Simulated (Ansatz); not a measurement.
This Ansatz (a first-principles code) input (B3LYP/def2-TZVPD) gives -538.25248 Eh with 147 basis functions. A basis named .json is the Basis Set Exchange file of that set (core-valence sets with the plain set on hydrogen).

Ansatz 0.2 input:
```yaml
crystal:
  periodic: [false, false, false]
  atoms:
    - {symbol: C, position_ang: [0.01118773, 0.75889942, -0.01238914]}
    - {symbol: C, position_ang: [1.30488840, 1.02329449, 0.00343307]}
    - {symbol: Cl, position_ang: [-0.63700773, -0.85323169, 0.00417952]}
    - {symbol: H, position_ang: [-0.75905041, 1.51625302, -0.03695357]}
    - {symbol: H, position_ang: [2.05291747, 0.24314247, 0.02802818]}
    - {symbol: H, position_ang: [1.63880765, 2.05237986, -0.00839007]}
basis:
  gaussian:
    orbitals: def2-TZVPD
hamiltonian:
  xc: {name: B3LYP}
magnetization: {spin_polarized: false}
```

Change:
```diff
- orbitals: def2-TZVPD
+ orbitals: def2-QZVPPD.json
```

### Question
What does the run give now?

### Answer
-538.27275 Eh (B3LYP/def2-QZVPPD, 304 functions), a change of -20.27 mEh.
